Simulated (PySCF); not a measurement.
## Phosphorus: a sound run and one with changed settings

Sound run: P [Ne] 3s2 3p3, P⁺ [Ne] 3s2 3p2. Calculation: PySCF 2.14, in pcseg-2; no relativity, point nucleus. The sound run starts from symmetry-adapted Hartree-Fock orbitals and uses a fine grid where one is needed.

Changed run: radial step 0.5 in ln r (0.13 in the sound run). This setting is unsound on purpose.

```csv
species,method,sound run (hartree),changed run (hartree),converged
P,UHF,-340.70921,-340.70921,yes
P,M06-2X,-341.24787,-341.26634,yes
P,TPSS,-341.29125,-341.30257,yes
P⁺,UHF,-340.34439,-340.34439,yes
P⁺,M06-2X,-340.86798,-340.87473,yes
P⁺,TPSS,-340.90456,-340.91232,yes
```

Ionisation energy of P:

```
method  sound run (eV)  changed run (eV)
   UHF           9.927             9.927
M06-2X          10.337            10.656
  TPSS          10.522            10.619
```

A coarse radial grid mis-integrates the density and the exchange-correlation energy, with errors of either sign; Hartree-Fock needs no grid.

For comparison, NIST gives 10.487 eV between the lowest levels.
